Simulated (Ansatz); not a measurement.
# HSE06/STO-3G run of AlH3Cl− (SMILES [H][Al-]([H])([H])[Cl])

Aim: the energy change on altering one bond length of AlH3Cl− at HSE06/STO-3G, from 2 runs. 

The calculation is run with Ansatz 0.2.0.

1 further run of the same task is left out (it didn't finish).

## 1. The molecule

AlH3Cl−: 5 atoms, total charge -1, spin state singlet. As SMILES, `[H][Al-]([H])([H])[Cl]`. The shape comes from GFN2-xTB, which is rough for such elements, and wasn't checked as a minimum.

Bond lengths: Al1–Cl2 2.096 Å, Al1–H3 1.609 Å, Al1–H4 1.608 Å, Al1–H5 1.609 Å. Angles: Cl2–Al1–H3 107.0°, Cl2–Al1–H4 107.2°, Cl2–Al1–H5 107.4°, H3–Al1–H4 111.6°, H3–Al1–H5 111.7°, H4–Al1–H5 111.8°.

## 2. The energy at HSE06/STO-3G

Contents of run.yaml:

```yaml
crystal:
  periodic: [false, false, false]
  atoms:
    - {symbol: Al, position_ang: [-0.002450, 0.000420, -0.134210]}
    - {symbol: Cl, position_ang: [0.013850, -0.018360, 1.961810]}
    - {symbol: H, position_ang: [1.532100, 0.011680, -0.616990]}
    - {symbol: H, position_ang: [-0.775390, 1.334390, -0.590440]}
    - {symbol: H, position_ang: [-0.768110, -1.328130, -0.620160]}
basis:
  gaussian:
    orbitals: STO-3G
total_charge: -1
hamiltonian:
  xc: {name: HSE06}
accuracy: high
```

Run with:

```
$ ansatz run run.yaml --threads 1 --pin off --max-ram 2610MiB --events-out events.jsonl --progress --plain --runs-dir runs
```

Output:

```text
Warning: RAYON_NUM_THREADS=1 ignored (pool sized by the plan → 1); use --threads N
Functional definition: HSE06
  name "HSE06"
  parameter a = 0.25
  parameter omega = 0.11/bohr
  exchange = pbe_x - a*pbe_x_sr(omega) + a*exact_x_sr(omega)
  correlation = pbe_c
362 factors; integrals over basis functions are off by at most 1.3e-8 eV
60 factors; integrals over basis functions are off by at most 1.6e-9 eV
mean field evaluation 1: about -18943.4359 eV, gradient 2.2e1 eV
mean field evaluation 2: about -18944.3900 eV, gradient 1.5e1 eV
mean field evaluation 4: about -18945.1329 eV, gradient 2.5e-1 eV
mean field evaluation 8: about -18945.0971 eV, gradient 1.1e-4 eV
mean field -18945.09713774 eV, -696.2194783639 hartree, gradient 2.9e-9 eV, S^2 0.000000; 0 other end points of the search recorded, 0 dependent functions left out
reference -18945.09713952 eV, -696.2194784291 hartree; 17, 17 occupied and 4, 4 virtual orbitals, 362 factors
Total energy: -18945.09713952 eV, -696.2194784291 hartree
```

It took 0.78 s on 1 thread of Intel Xeon 6975P-C (Granite Rapids), shared host; peak memory 0.11 GiB.

## 3. The distorted shape at the same level

Contents of molecule.yaml:

```yaml
crystal:
  periodic: [false, false, false]
  atoms:
    - {symbol: Al, position_ang: [0.190802, -0.333102, -0.020142]}
    - {symbol: Cl, position_ang: [0.207102, -0.351882, 2.075878]}
    - {symbol: H, position_ang: [1.725352, -0.321842, -0.502922]}
    - {symbol: H, position_ang: [-0.775390, 1.334390, -0.590440]}
    - {symbol: H, position_ang: [-0.574858, -1.661652, -0.506092]}
basis:
  gaussian:
    orbitals: STO-3G
accuracy: high
hamiltonian:
  xc: hse06
total_charge: -1
```

Run with:

```
$ ansatz run molecule.yaml --threads 1 --pin off --max-ram 2610MiB --events-out events.jsonl --progress --plain --runs-dir runs
```

Output:

```text
Warning: RAYON_NUM_THREADS=1 ignored (pool sized by the plan → 1); use --threads N
[... 6 set-up lines as earlier in the session ...]
362 factors; integrals over basis functions are off by at most 1.4e-8 eV
61 factors; integrals over basis functions are off by at most 1.2e-9 eV
mean field evaluation 1: about -18941.1879 eV, gradient 2.5e1 eV
mean field evaluation 2: about -18941.3520 eV, gradient 2.4e1 eV
mean field evaluation 4: about -18943.7670 eV, gradient 2.8e-1 eV
mean field evaluation 8: about -18943.7203 eV, gradient 2.5e-3 eV
mean field -18943.72025492 eV, -696.1688788535 hartree, gradient 7.7e-8 eV, S^2 0.000000; 0 other end points of the search recorded, 0 dependent functions left out
reference -18943.72025675 eV, -696.1688789208 hartree; 17, 17 occupied and 4, 4 virtual orbitals, 362 factors
Total energy: -18943.72025675 eV, -696.1688789208 hartree
```

It took 0.79 s on 1 thread of Intel Xeon 6975P-C (Granite Rapids), shared host; peak memory 0.11 GiB.

## 4. Results

Level: HSE06/STO-3G.

| quantity | value |
| --- | --- |
| first shape: total energy | -696.21948 Eh |
| distorted shape: total energy | -696.16888 Eh |
| energy change with the Al1–H4 bond stretched from 1.608 to 2.010 Å | 1.377 eV |

**Reading.** With the Al1–H4 bond stretched from 1.608 to 2.010 Å the energy rises by 1.38 eV (133 kJ/mol). The first shape isn't relaxed at this level, so the change isn't measured from a minimum. The minimal basis adds a large error of its own.
